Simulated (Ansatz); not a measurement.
Predict the output of the script below (Ansatz 0.2.0, Python API).

The script reads `clh2osi.xyz`:
```text
5

O    -0.84158   -0.39337   -0.65829
Si   -0.06977    0.52308    0.44401
Cl    1.56532   -0.48383    1.13755
H    -0.93890   -1.34061   -0.59407
H     0.28493    1.69473   -0.32919
```

Script `ts.py`:
```python
# -*- coding: utf-8 -*-
import itertools
import logging
import sys

import ansatz as az
from ase.data import atomic_numbers, covalent_radii
import numpy as np

logging.basicConfig(stream=sys.stdout, format="%(name)s: %(message)s")
logger = logging.getLogger("ansatz_job")
logger.setLevel(logging.INFO)

geometry = az.Crystal.molecule_from_extxyz("clh2osi.xyz")

base = (
    geometry.calculation()
    .basis(gaussian="6-31G*")
    .correlation("mp2")
    .spin("collinear", total=1)
)
symbols = [site.symbol for site in geometry.cartesian_sites]
start = np.array([site.position_ang for site in geometry.cartesian_sites], dtype=float)
data = base.relax(force_tolerance=0.005, max_steps=100).run(threads=1).report
end = np.array(data["positions_ang"])

a, b, d = end[[0, 2, 4]]
normal = np.cross(b - a, d - a)
normal /= np.linalg.norm(normal)
flat = end.copy()
flat[1] -= 0.8 * ((end[1] - a) @ normal) * normal
guess = np.zeros_like(flat)
guess[1] = normal
near = az.Crystal.molecule()
for symbol, place in zip(symbols, flat):
    near = near.atom(symbol, place.tolist())
search = (
    near.calculation()
    .basis(gaussian="6-31G*")
    .correlation("mp2")
    .spin("collinear", total=1)
    .saddle(mode_guess=guess.tolist(), force_tolerance=0.01, max_steps=40)
)
steps = []
top = search.session().plan().execute(on_event=lambda e: steps.append(e["data"]) if e["event"] == "saddle_step" else None).report
for s in steps:
    logger.info(f"step {s['step']:2d}  E = {s['lagrangian_ev']:.5f} eV  force {s['allowed_force_max_ev_ang']:.4f} eV/A  curvature {s['curvature_ev_ang2']:.3f} eV/A^2")
logger.info(f"minimum {data['free_energy_ev']:.5f} eV, saddle {top['free_energy_ev']:.5f} eV")
logger.info(f"electronic barrier {23.060548 * (top['free_energy_ev'] - data['free_energy_ev']):.2f} kcal/mol")
saddle = np.array(top["positions_ang"])
radius = [covalent_radii[atomic_numbers[s]] for s in symbols]
span = lambda where, i, j: np.linalg.norm(where[i] - where[j])
bonded = [(i, j) for i, j in itertools.combinations(range(len(symbols)), 2) if min(span(end, i, j), span(saddle, i, j)) < 1.2 * (radius[i] + radius[j])]
logger.info("pair        before    after (A)")
for i, j in bonded:
    print(f"{symbols[i]}{i}-{symbols[j]}{j}".ljust(10), f"{span(end, i, j):8.4f} {span(saddle, i, j):8.4f}")
for first, second in list(itertools.combinations(bonded, 2)):
    shared = set(first) & set(second)
    if shared and symbols[(j := shared.pop())] != "H":
        i, k = sorted((set(first) | set(second)) - {j})
        u, v = saddle[i] - saddle[j], saddle[k] - saddle[j]
        angle = np.degrees(np.arccos(np.clip(u @ v / np.linalg.norm(u) / np.linalg.norm(v), -1, 1)))
        logger.info(f"final angle {symbols[i]}{i}-{symbols[j]}{j}-{symbols[k]}{k}: {angle:.2f} deg")
```

```console
$ python ts.py
ansatz_job: step  1  E = -22443.82346 eV  force 4.4646 eV/A  curvature -13.968 eV/A^2
ansatz_job: step  2  E = -22444.05851 eV  force 2.6156 eV/A  curvature -23.216 eV/A^2
ansatz_job: step  3  E = -22443.94770 eV  force 0.7847 eV/A  curvature -61.837 eV/A^2
ansatz_job: step  4  E = -22443.97617 eV  force 0.6407 eV/A  curvature -60.009 eV/A^2
ansatz_job: step  5  E = -22444.00252 eV  force 0.3500 eV/A  curvature -57.649 eV/A^2
ansatz_job: step  6  E = -22444.02021 eV  force 0.3539 eV/A  curvature -54.057 eV/A^2
ansatz_job: step  7  E = -22444.03789 eV  force 0.5136 eV/A  curvature -51.284 eV/A^2
ansatz_job: step  8  E = -22444.05359 eV  force 0.2669 eV/A  curvature -50.478 eV/A^2
ansatz_job: step  9  E = -22444.04802 eV  force 0.9610 eV/A  curvature -50.812 eV/A^2
ansatz_job: step 10  E = -22444.05939 eV  force 0.1417 eV/A  curvature -51.171 eV/A^2
ansatz_job: step 11  E = -22444.06080 eV  force 0.1026 eV/A  curvature -51.047 eV/A^2
ansatz_job: step 12  E = -22444.06214 eV  force 0.1595 eV/A  curvature -50.785 eV/A^2
ansatz_job: step 13  E = -22444.06251 eV  force 0.0718 eV/A  curvature -50.671 eV/A^2
ansatz_job: step 14  E = -22444.06257 eV  force 0.0182 eV/A  curvature -50.592 eV/A^2
ansatz_job: step 15  E = -22444.06260 eV  force 0.0136 eV/A  curvature -50.589 eV/A^2
ansatz_job: step 16  E = -22444.06261 eV  force 0.0175 eV/A  curvature -50.443 eV/A^2
ansatz_job: step 17  E = -22444.06262 eV  force 0.0036 eV/A  curvature -50.461 eV/A^2
ansatz_job: minimum -22445.19684 eV, saddle -22444.06262 eV
ansatz_job: electronic barrier 26.16 kcal/mol
ansatz_job: pair        before    after (A)
O0-Si1       1.6625   1.6675
O0-H3        0.9711   0.9719
Si1-Cl2      2.0685   2.0420
Si1-H4       1.4813   1.4594
ansatz_job: final angle Si1-O0-H3: 113.99 deg
ansatz_job: final angle O0-Si1-Cl2: 117.99 deg
ansatz_job: final angle O0-Si1-H4: 122.14 deg
ansatz_job: final angle Cl2-Si1-H4: 119.86 deg
```

Total energies depend on the basis set; only differences at equal settings carry meaning. The energies are electronic: no zero-point or thermal terms, and the basis set is short of its limit. No separate frequency run checks the order of the saddle point. The run takes the species as open-shell (spin multiplicity 2), which needn't be its ground state. Wall time of the script: 100 s on 1 thread of Arm Neoverse V2 (shared host), peak memory 0.21 GiB.
